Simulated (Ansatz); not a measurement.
Geometry optimisation, RKS PBE0/STO-3G (Ansatz).

Input file:

```yaml
crystal:
  periodic: [false, false, false]
  atoms:
    - { symbol: C, position_ang: [-0.3582, -0.8548, -1.8475] }
    - { symbol: C, position_ang: [0.7004, -0.034, -1.1597] }
    - { symbol: "N", position_ang: [0.522, 0.1725, 0.2764] }
    - { symbol: C, position_ang: [0.6783, -1.0886, 1.0162] }
    - { symbol: C, position_ang: [-0.6324, 0.9278, 0.5989] }
    - { symbol: "N", position_ang: [-0.4364, 1.4764, 1.9458] }
    - { symbol: H, position_ang: [-0.4652, -1.8283, -1.4708] }
    - { symbol: H, position_ang: [-0.1496, -0.8634, -2.9369] }
    - { symbol: H, position_ang: [-1.3731, -0.2985, -1.7124] }
    - { symbol: H, position_ang: [1.6627, -0.5332, -1.3264] }
    - { symbol: H, position_ang: [0.7897, 0.9504, -1.6204] }
    - { symbol: H, position_ang: [-0.2552, -1.7185, 0.8509] }
    - { symbol: H, position_ang: [0.6286, -0.9062, 2.0845] }
    - { symbol: H, position_ang: [1.4724, -1.6571, 0.7585] }
    - { symbol: H, position_ang: [-0.7448, 1.7698, -0.0631] }
    - { symbol: H, position_ang: [-1.5491, 0.3783, 0.5848] }
    - { symbol: H, position_ang: [0.5304, 1.8405, 1.9723] }
    - { symbol: H, position_ang: [-1.058, 2.2783, 2.1005] }
basis:
  gaussian: { orbitals: STO-3G }
hamiltonian:
  xc: pbe0
relax:
  f_tol: 0.02
  max_steps: 40
scf:
  lower_state_search: "off"
output:
  orbitals: {}
```

Launched with:

```bash
$ ansatz run input.yaml --threads 1 --pin off --max-ram 2048MiB --backend cpu --events-out ev --progress --plain --runs-dir out
```

Task: Where does it end, and by what steps?

Result: The forces met the threshold. Limits of this set-up: minimal basis. After 8 steps the energy has fallen by 0.950 eV; H18 moved furthest, 0.27 Å.

```
step  energy less start (eV)  largest force component (eV/Å)  accepted
   0                  0.0000                           6.577       yes
   1                 -0.8741                           1.006       yes
   2                 -0.9347                           0.275       yes
   3                 -0.9455                           0.119       yes
   4                 -0.9437                           0.291        no
   5                 -0.9452                           0.220        no
   6                 -0.9486                           0.024       yes
   7                 -0.9498                           0.039       yes
   8                 -0.9499                           0.013       yes
```

```xyz
18
Properties=species:S:1:pos:R:3
C -0.445 -0.835 -1.882
C 0.728 -0.064 -1.217
N 0.653 0.185 0.261
C 0.641 -1.093 1.037
C -0.553 0.999 0.612
N -0.425 1.404 2.057
H -0.560 -1.835 -1.449
H -0.242 -0.948 -2.955
H -1.392 -0.294 -1.768
H 1.665 -0.619 -1.396
H 0.826 0.922 -1.704
H -0.204 -1.761 0.787
H 0.569 -0.830 2.103
H 1.583 -1.632 0.854
H -0.580 1.855 -0.097
H -1.513 0.445 0.515
H 0.427 2.027 2.079
H -1.216 2.086 2.214
```

Whether the end is a true minimum wasn't checked by a vibrational analysis.

Time of the run: 25 s on 1 thread of Arm Neoverse V2, with other jobs on the host, peak memory 0.1 GiB.
